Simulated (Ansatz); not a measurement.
Geometry optimisation, RKS PBE-D4/6-31G in Ansatz.

Input file:

```yaml
crystal:
  periodic: [false, false, false]
  atoms:
    - { symbol: O, position_ang: [-1.71748, -1.33333, 0.62034] }
    - { symbol: B, position_ang: [-0.53014, -1.14829, 0.21599] }
    - { symbol: Si, position_ang: [0.2807, 0.66966, -0.11179] }
    - { symbol: H, position_ang: [0.2665, -2.11687, -0.02742] }
    - { symbol: H, position_ang: [-0.29916, 1.52635, -1.19224] }
    - { symbol: H, position_ang: [1.71932, 0.75433, -0.48767] }
    - { symbol: H, position_ang: [0.26708, 1.65783, 1.00378] }
total_charge: -1
basis:
  gaussian: { orbitals: "6-31G" }
hamiltonian:
  xc: pbe
  dispersion: d4
relax:
  f_tol: 0.015
  max_steps: 40
output:
  orbitals: {}
```

Launched with:

```bash
$ ansatz run input.yaml --threads 1 --pin off --max-ram 2048MiB --backend cpu --events-out ev --progress --plain --runs-dir out
```

Task: Where does it end, and by what steps?

Result: The forces met the threshold. Limits of this set-up: no polarisation functions, an anion without diffuse functions, the dipole of an ion depends on the origin. After 7 steps the energy has fallen by 0.244 eV; H6 moved furthest, 0.21 Å.

```tsv
step	energy less start (eV)	largest force component (eV/Å)	accepted
0	0.0000	2.574	yes
1	-0.1952	0.839	yes
2	-0.2296	0.474	yes
3	-0.2284	0.460	no
4	-0.2413	0.233	yes
5	-0.2431	0.048	yes
6	-0.2434	0.019	yes
7	-0.2436	0.007	yes
```

```xyz
7
Properties=species:S:1:pos:R:3
O -1.783 -1.270 0.619
B -0.540 -1.263 0.221
Si 0.359 0.678 -0.128
H 0.217 -2.219 0.001
H -0.357 1.510 -1.220
H 1.844 0.921 -0.539
H 0.246 1.654 1.067
```

Time of the run: 10 s on 1 thread of Arm Neoverse V2, on a shared host, peak memory 0.12 GiB.
